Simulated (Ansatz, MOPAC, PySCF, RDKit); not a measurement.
Complex: H2O (SMILES O) (first 3 atoms) with CH5N (SMILES CN); geometry from S66by8 set.
(charge 0, multiplicity 1):
```xyz
10

O     -2.75298    -0.58446    -0.00777
H     -3.11163     0.30322     0.02456
H     -1.79147    -0.44687     0.00836
N      1.22420    -0.32788     0.02274
H      1.51956    -0.88052    -0.77205
H      1.53428    -0.83860     0.83960
C      1.88353     0.98048    -0.01750
H      1.57299     1.56221     0.84702
H      2.97484     0.94119    -0.02645
H      1.55682     1.51640    -0.90532
```

Monomers are frozen at their geometry in the pair; levels with a basis set take the counterpoise correction. RDKit's UFF carries no charges.

The state that PM3, PM6 reach isn't checked.

The values were computed with Ansatz (Gaussian orbitals); MOPAC for PM3, PM6 (differences of heats of formation); PySCF for the dispersion terms; RDKit for the force fields. Values without a source in brackets are computed.

**Question.** One of these levels gives -2.37 kcal/mol for the interaction energy. Which one is it?
A) PBE-D4/def2-TZVPPD
B) PM6
C) UFF
D) PM3

**Answer.** B, PM6. The others give -0.32 (UFF), -0.98 (PM3), -3.20 (PBE-D4/def2-TZVPPD)

Ansatz is an electronic-structure program.
